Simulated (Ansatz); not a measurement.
A made-up structure of Al$_{2}$H$_{3}$S, doublet:

```csv
atom,x (Å),y (Å),z (Å)
Al1,-0.6271,0.5150,-0.8858
Al2,-0.0423,0.0611,0.8425
S3,1.3807,-1.1651,0.6864
H4,-1.9062,-0.3605,-1.2424
H5,0.0261,1.9032,-1.2992
H6,1.1687,-0.9537,1.8986
```

It is relaxed with PBE-D4/def2-SVP and then PBE0-D4/def2-TZVP (Ansatz 0.2.0). Atoms count as bonded within 1.22 times the sum of their covalent radii (H–H: 0.88 Å). The end point is not checked to be a true minimum.

Problem. Does its bonding change? (Judge from chemistry; the calculation decides.)

Solution. The calculation gives: No: no bond forms or breaks.

Where it ends: The first stage lowers the energy by 5.44 eV in 15 steps. It ends as Al₂H₃S ([AlH2][Al][SH]):
| atom | x (Å) | y (Å) | z (Å) |
| --- | --- | --- | --- |
| Al1 | -0.9073 | 0.7460 | -1.2410 |
| Al2 | 0.1016 | -0.0637 | 0.9716 |
| S3 | 1.7626 | -1.4732 | 1.2594 |
| H4 | -2.2398 | 0.0572 | -1.7732 |
| H5 | -0.4559 | 2.1582 | -1.8196 |
| H6 | 1.7389 | -1.4245 | 2.6028 |

Labels in which every atom is bracketed show which atoms are joined, not bond orders.

For scale, one of the runs: PBE0-D4/def2-TZVP relaxation, 129 basis functions, launched by `ansatz run in.yaml --threads 2 --pin off --events-out ev --progress --plain --max-ram 4352MiB`. The run took about 23 s on 2 CPU threads of an Arm Neoverse V2 (shared host).
